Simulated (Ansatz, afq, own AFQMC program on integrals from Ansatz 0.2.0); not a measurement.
CH4, triplet in cc-pVTZ, levels against CCSDT(Q)

```xyz
5

H    -1.9595    0.0000    0.0000
H    -1.2145    0.0000    0.0000
C     0.1685    0.0000    0.0000
H     0.5830    0.0000    0.9962
H     0.5830    0.0000   -0.9962
```

Basis cc-pVTZ. Noble-gas cores (and the filled d shells of Ga–Kr and In–Xe) are frozen. AFQMC by an in-house program on the Cholesky factors that Ansatz 0.2.0 writes for its CCSD(T) run. ph-AFQMC/CISD is guided by a CISD state made of CCSD amplitudes; releasing the constraint for a short imaginary time cuts its bias at the price of noise, slowly where states lie close. Error bars are statistical, one sigma.

Determinant: UHF, the one that the program's search chose, which needn't be the lowest solution. The geometry is a point of a scan.

No full CI on the walks' own integrals is used here; CCSDT(Q) serves as the reference and is uncertain by about the last step of the cluster series.

Cautions: lower spins were not checked.

- T1 diagnostic: 0.0145
- weight of the determinant in the CISD state: 0.926
- ⟨S²⟩ of the determinant: 2.034
- size of the correlated space: 8 electrons in 85 orbitals

Reference: CCSDT(Q), correlation energy -5.296 eV. The released energy is read at 2.40 1/Eh (meV from the phaseless value at times in 1/Eh: -1 ± 3 at 0.24, -1 ± 3 at 0.51, -3.2 ± 2.2 at 0.99, -4.6 ± 1.9 at 1.62, -6.0 ± 2.3 at 2.40).

| level | E − E(reference) (mEh) | share of correlation (%) |
| --- | --- | --- |
| HF | 194.63 | 0.00 |
| MP2 | 31.93 | 83.60 |
| CCSD | 5.66 | 97.09 |
| CCSD(T) | 0.77 | 99.60 |
| CCSDT | 0.13 | 99.93 |
| ph-AFQMC/CISD | 0.05 ± 0.11 | 99.97 |
| released AFQMC | -0.17 ± 0.08 | 100.09 |

A walk keeps the symmetry of its determinant, which the program's search chose and which needn't be the lowest solution, so a lower state of the same spin and another symmetry isn't excluded. Released energies are given only where the last usable release times agree within the noise; a slower fall can still hide under it.
